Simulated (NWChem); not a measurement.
**Atomisation of formic acid (CH2O2)**

```
C
O 1 1.1990
O 1 1.3401 2 125.20
H 3 0.9748 1 107.25 2 0.00
H 1 1.1111 2 125.27 3 180.00
```
Charge 0, spin multiplicity 1.

Everything below was run with NWChem. The geometry was optimised at B3LYP/def2-SVP, a minimum by its harmonic frequencies. It is one conformer; others weren't searched.

Basis set: def2-TZVP. The atomisation energy is electronic alone: no zero-point, thermal, spin-orbit or counterpoise terms. No value is extrapolated to the basis-set limit. Free atoms are single determinants with multiplicities O 3, C 3, H 2. Correlated methods freeze the same cores in atoms and molecule, 3 orbitals in all.

The cost column gives rough processor time relative to LDA (SVWN5); each entry includes its own SCF. Costs are the molecule's.

B3LYP has NWChem's definition, with VWN1-RPA local correlation. GW and range-separated runs recompute their integrals, the others keep them in memory, which bears on the times. The stability of the SCF solutions was not checked. Open-shell Hartree-Fock references start from PBE0 orbitals; any time given for them includes that run. Coupled-cluster values serve here as a point of comparison, not as the truth.

| method | atomisation energy (kcal/mol) | relative cost |
|---|---|---|
| M06-2X | 500.8 | under 3 |
| CCSD(T) | 481.3 | 30 |
| B3LYP | 497.1 | under 3 |
| LDA (SVWN5) | 596.4 | 1 |
| PBE0 | 499.1 | under 3 |
| PBE | ___ | under 3 |
| LC-wPBE (omega 0.3 per bohr) | ___ | 40 |
| HF | ___ | under 3 |
| CAM-B3LYP | 500.7 | 30 |
| MP2 | 500.2 | 3 |

Question: Some entries are withheld; supply them.

Answer: 
- PBE, atomisation energy (kcal/mol): 521.3
- LC-wPBE (omega 0.3 per bohr), atomisation energy (kcal/mol): 510.3
- HF, atomisation energy (kcal/mol): 329.3
